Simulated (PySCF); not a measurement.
Input of an EPR job (settings, then geometry in Å):

```
{"job": {"kind": "epr"}, "charge": 0, "multiplicity": 2}
Si     1.356039    -0.033813     0.284019
Si    -0.954818     0.146051     0.037204
H      2.143129     0.757323    -0.712586
H      1.864154    -1.439615     0.344556
H     -1.622654    -0.580606     1.159855
H     -1.340086     1.589193     0.091596
H     -1.439084    -0.428734    -1.258795
```

Method used: UKS B3LYP, IGLO-III on Si, pcH-1 on H, non-relativistic, mean-field spin-orbit, GIAO in PySCF. Geometry: PBE0-D3(BJ)/def2-SVP; no solvent, vibrations or thermal averaging.

Output of the driver script. The program numbers atoms from 0.

```
UKS, coarse grid
  cycle   1  E = -581.98507286  |g| = 1.39e-01
  cycle   2  E = -581.98996217  |g| = 6.92e-02
  cycle   3  E = -581.99138131  |g| = 1.53e-02
  cycle   4  E = -581.99152182  |g| = 3.98e-03
  cycle   5  E = -581.99153260  |g| = 6.55e-04
  cycle   6  E = -581.99153321  |g| = 1.71e-04
UKS, final grid
  cycle   1  E = -581.99151924  |g| = 1.20e-04
  cycle   2  E = -581.99151924  |g| = 1.03e-04
  cycle   3  E = -581.99151925  |g| = 1.32e-05
E = -581.99151925 Eh   <S^2> = 0.7527 (exact 0.7500)
g shifts (ppm)      1          2          3
  rmc          -121       -121       -121
  gc              8         40         42
  oz_so        -169       1974       4032
  total        -282       1893       3953
hyperfine (MHz)  atom isotope    a_iso     a_fc   dipolar eigenvalues
    0  29Si    -400.69    -401.93   -170.55     85.21     85.34
    1  29Si     -18.64     -18.68     -7.37      2.05      5.32
    2    1H      10.94      10.91    -10.06      1.53      8.54
    3    1H      11.15      11.12    -10.06      1.53      8.53
    4    1H      -1.93      -1.93     -2.53     -1.14      3.67
    5    1H      -2.20      -2.20     -2.53     -1.13      3.67
    6    1H      76.38      76.38     -2.41     -0.08      2.49
```

|g| in the SCF lines is the orbital gradient. In the g block, columns 1 to 3 are the principal axes in rising order; rmc is the relativistic mass correction, gc the gauge correction and oz_so the orbital-Zeeman/spin–orbit term. a_fc is the Fermi-contact part of a_iso, the rest being spin–orbit.

Question: What does the output say about convergence, stability and spin contamination?

Answer: The SCF converged after 9 cycles in all, 6 of them on the coarse grid; no stability test was run. ⟨S²⟩ = 0.7527 against the exact 0.7500, so spin contamination is small.

Question: What are the principal g values and g_iso?

Answer: Adding the total shifts to 2.002319 gives 2.00204, 2.00421, 2.00627; their mean shift is 1855 ppm, so g_iso = 2.00417.

Question: Which couplings shape the isotropic spectrum at natural abundance (0.05 mT or more)? Keep the log's numbering.

Answer: atoms 4, 5, 6 (1H, I = 1/2): mean 24.1 MHz = 0.86 mT in magnitude, a 1:3:3:1 quartet; atoms 2, 3 (1H, I = 1/2): mean 11.0 MHz = 0.39 mT in magnitude, a 1:2:1 triplet. Together 12 lines to first order. Means are taken over nuclei equivalent by connectivity, which assumes that they swap fast. The three 1H nuclei of mean +24.1 MHz run from -2.2 to 76.4 MHz in the frozen geometry.

The species is `[SiH2][SiH3]` [radical]. The run used 138 basis functions and 11 iterations of the response equations. 

On an Arm Neoverse V2 with one thread, no GPU (shared host), this took 6.5 s wall.
Labels such as C1 count atoms from 1, the log's own numbers from 0.
